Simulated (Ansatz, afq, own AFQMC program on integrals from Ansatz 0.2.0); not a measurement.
**Where AFQMC and coupled cluster stand for N₂H, quartet**

```
atom   x (Å)    y (Å)    z (Å)
   N  0.0000   0.1197   0.6764
   N  0.0000  -0.0606  -0.7555
   H  0.0000  -0.8208   1.0987
```

Connectivity, by distances: NH–N.

Basis cc-pVDZ. Noble-gas cores (and the filled d shells of Ga–Kr and In–Xe) are frozen. Integrals, coupled cluster, full CI and functionals: Ansatz 0.2.0; the random walks run on the same integrals in our own AFQMC program. ph-AFQMC/CISD is guided by a CISD state made of CCSD amplitudes; releasing the constraint for a short imaginary time cuts its bias at the price of noise, slowly where states lie close. Free projection: walkers drawn from exp(T), propagated without any constraint. Its projection time is finite, and what remains of the start isn't in its error. Uncertainties: one standard error, sampling alone.

Determinant: UHF, the one that the program's search chose, which needn't be the lowest solution. The geometry is a PBE0/def2-TZVP stationary point of this or a neighbouring charge and spin state.

No full CI on the walks' own integrals is used here; CCSDT(Q) serves as the reference and is uncertain by about the last step of the cluster series.

Cautions: another spin lies lower.

```
T1 diagnostic                               : 0.0200
weight of the determinant in the CISD state : 0.905
⟨S²⟩ of the determinant                     : 3.772
size of the correlated space                : 11 electrons in 31 orbitals
```

| level | correlation energy (eV) |
| --- | --- |
| MP2 | -6.1864 |
| CCSD | -7.0833 |
| CCSD(T) | -7.2469 |

Estimate where phaseless AFQMC with the Hartree–Fock trial lies against CCSD(T) on the same integrals.

1.78 ± 0.90 mEh above CCSD(T). The gap is under twice the noise, so this walk alone can't tell the two apart.

Reference: CCSDT(Q), correlation energy -7.285 eV. The released energy is read at 1.62 1/Eh, later times being too noisy (meV from the phaseless value at times in 1/Eh: -6 ± 3 at 0.24, -10 ± 3 at 0.51, -13 ± 3 at 0.99, -14 ± 3 at 1.62, 16800 ± 16814 at 2.40).

| level | E − E(reference) (mEh) | share of correlation (%) |
| --- | --- | --- |
| CCSD(T) | 1.40 | 99.48 |
| CCSDT | 0.51 | 99.81 |
| ph-AFQMC/HF | 3.18 ± 0.90 | 98.81 |
| ph-AFQMC/CISD | 0.48 ± 0.10 | 99.82 |
| released AFQMC | -0.03 ± 0.12 | 100.01 |
| free AFQMC | 0.02 ± 0.12 | 99.99 |

Free projections are given only where their last times agree within the noise and don't stop above the reference; a slow remainder of the start can still hide under it. A walk keeps the symmetry of its determinant, which the program's search chose and which needn't be the lowest solution, so a lower state of the same spin and another symmetry isn't excluded. Released energies are given only where the last usable release times agree within the noise; a slower fall can still hide under it.
